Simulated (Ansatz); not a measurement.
This geometry of C₂H₃N (6 atoms, charge 0, multiplicity 1) is a first-order saddle point.

All numbers below come from UKS PBE-D4/def2-SVP (Ansatz 0.2.0).

```xyz
6
Properties=species:S:1:pos:R:3
C -0.903 -0.393 0.433
C 0.219 -0.277 -0.357
N 0.070 0.883 0.488
H -0.907 -0.207 -0.945
H 0.960 -0.748 -1.021
H 0.602 0.678 1.355
```

(1) Which two structures does it join? (They come from a converged band through this point; their orientation in space is the band's.)

(2) How far does it lie above each of them?

## Answers

(1) Bonds broken: C1–H4. Bonds formed: C2–H4.

First end point:

```xyz
6
Properties=species:S:1:pos:R:3
C -0.699 -0.207 -0.190
C 0.559 -0.217 -0.482
N 0.136 0.849 0.518
H -1.755 -0.465 -0.306
H 1.452 -0.488 -1.050
H 0.351 0.464 1.464
```

Last end point:

```xyz
6
Properties=species:S:1:pos:R:3
C -0.213 -0.982 0.781
C -0.053 -0.189 -0.588
N 0.099 0.275 0.752
H -0.963 0.099 -1.145
H 0.856 -0.350 -1.195
H 0.315 1.083 1.348
```

(2) 202.1 kJ/mol above the first and 227.9 kJ/mol above the second. This is the barrier of this one path; another mechanism may lie lower. The orbitals were unrestricted but ended closed-shell.

Time of the run: 3.8 min on 1 thread of Intel(R) Xeon(R) Processor @ 2.50GHz (Skylake/Cascade Lake), with other jobs on the host, peak memory 0.13 GiB.
